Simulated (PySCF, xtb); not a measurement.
C3H4, SMILES C=C=C (connectivity only; charge and spin as stated), charge +1, multiplicity 2.

Geometry optimised at TPSSh-D3(BJ)/def2-TZVP. The multiplicity is an assumed one; other spin states were not compared.

Computed with C-PCM-M06-2X/def2-SVP (PySCF).

The values are the electrostatic part of the solvation free energy, E(continuum) − E(gas) at the gas-phase geometry, in a cavity of scaled van der Waals radii (PySCF's table); cavitation and dispersion terms are not included.

```tsv
solvent	ε	ΔG(elec) (kcal/mol)
water	78.36	[?]
dichloromethane	8.93	-56.7
n-hexane	1.88	-29.9
```

**Question.** Some entries are withheld; supply them. (An estimate is asked for; the answer gives what the named calculation found.)

**Answer.** 
- water, ΔG(elec) (kcal/mol): -63.1

For comparison, GFN2-xTB/ALPB(water) (xtb, at the GFN2-xTB geometry, all terms of that model) gives -65.1 kcal/mol.
